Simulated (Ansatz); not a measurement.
CH₆OSi⁺, that is Si(OMe)H3 with one electron fewer. The state is a doublet with charge 1. Geometry PBE0-D4/def2-TZVP, that of the neutral singlet; atoms count from 1.

```xyz
9

Si   -1.309   -0.048    0.126
O     0.089    0.788   -0.077
C     1.345    0.154   -0.138
H     1.561   -0.403    0.781
H     2.111    0.922   -0.263
H     1.405   -0.537   -0.987
H    -1.512   -1.020   -0.986
H    -2.399    0.955    0.139
H    -1.291   -0.812    1.405
```

Problem. Estimate the Mulliken populations from the PBE0/def2-TZVP orbitals of Ansatz.

Solution. 
```tsv
atom	charge (e)	spin (α − β)
Si1	0.26	-0.01
O2	-0.03	0.60
C3	-0.25	0.00
H4	0.23	0.07
H5	0.22	0.00
H6	0.23	0.07
H7	0.13	0.14
H8	0.09	0.00
H9	0.13	0.13
```
Mulliken values and Mayer orders depend strongly on the basis.

Problem. Where does the spin sit?

Solution. Summed by element: Si -0.01, O 0.60, C 0.00, H 0.41, of 1 unpaired in all. Largest on single atoms: O2 0.60, H7 0.14, H9 0.13.

Problem. And the Mayer bond orders between bonded heavy atoms (over 0.3)?

Solution. Si1–O2 1.09 (1.64 Å); O2–C3 0.97 (1.41 Å).
